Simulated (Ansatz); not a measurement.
System: hcp Hf. Method: PBEsol+SOC (Ansatz, an electronic-structure program, plane waves, PAW).

Settings: plane-wave cutoff 520 eV, 18×18×12 k mesh (along the axes of the cell as run), Fermi–Dirac smearing 0.05 eV, PAW data made under PBE.

Energies at three volumes about the minimum:

| V (Å³/atom) | E − E_lowest (meV/atom) |
|---|---|
| 21.107 | 3.16 |
| 21.538 | 0.00 |
| 21.969 | 2.94 |

Question: Fit a parabola by hand: where is the minimum, and what is the bulk modulus?

Answer: Slopes: (0.00 − 3.16)/(21.538 − 21.107) = -7.332 and (2.94 − 0.00)/(21.969 − 21.538) = 6.821 meV/Å³. Curvature E″ = 2 × (6.821 − (-7.332))/(21.969 − 21.107) = 32.838 meV/Å⁶. From the middle of the first interval, the slope vanishes at V0 = 21.3225 − (-7.332)/32.838 = 21.546 Å³/atom. B = V0 E″ = 21.546 × 32.838 meV/Å³ × 0.1602 GPa per meV/Å³ = 113 GPa. The full Birch–Murnaghan fit to all volumes gives V0 = 21.539 Å³/atom and B0 = 113 GPa.

Shape and atoms are relaxed at each volume.

Measured, for comparison: bulk modulus 110 GPa (zero-point energy and finite temperature contributions removed; as tabulated in doi:10.1021/acs.jctc.3c00612); equilibrium volume per atom 22.30 Å³/atom (copied from a table, unchecked, extrapolated to 0 K and zero-point effects removed; as tabulated in Lejaeghere et al. (2013), arXiv:1204.2733). Computed less measured: bulk modulus +2.7 %, equilibrium volume per atom not scored (unchecked).
